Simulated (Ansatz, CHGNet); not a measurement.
For wurtzite ZnO, the machine-learned potential CHGNet 0.3.0 (trained on PBE and PBE+U data) gives:

```
Property                           Value
------------------------------  --------
lattice constant a               3.292 Å
lattice parameter c              5.283 Å
elastic constant C11             172 GPa
elastic constant C44            30.6 GPa
Voigt–Reuss–Hill shear modulus  33.3 GPa
```

### Question
What does HSE06 in Ansatz (plane waves, PAW) give for the same quantities?

### Answer

- lattice constant a: 3.250 Å (decreases by 1.3 %)
- lattice parameter c: 5.222 Å (falls by 1.2 %)
- elastic constant C11: 213 GPa (rises by 24 %)
- elastic constant C44: 42.9 GPa (rises by 40 %)
- Voigt–Reuss–Hill shear modulus: 46.9 GPa (grows by 41 %)

For comparison: lattice constant a 3.248 Å (measured, 4 K, zero-point motion not removed; as tabulated in arXiv:1206.3780); lattice parameter c 5.204 Å (measured, 4 K, zero-point motion not removed; as tabulated in arXiv:1206.3780); elastic constant C11 207 GPa (measured, temperature not stated, not corrected to a static lattice; as tabulated in Oses et al. (2018), arXiv:1811.08464); elastic constant C44 44.8 GPa (measured, temperature not stated, not corrected to a static lattice; as tabulated in Oses et al. (2018), arXiv:1811.08464); Voigt–Reuss–Hill shear modulus 46.3 GPa (measured, temperature not stated, no zero-point or thermal correction, Hill average of measured single-crystal constants; as tabulated in Oses et al. (2018), arXiv:1811.08464).

Changes are worked out from the printed values.

Unless a cell is named, each level is at its own relaxed cell (CHGNet 0.3.0 12.40, HSE06 11.94 Å³/atom).

Ansatz's density-functional and Hartree–Fock values are scalar-relativistic unless marked +SOC, with PAW data made under PBE.

Ansatz is a program for electronic structure.
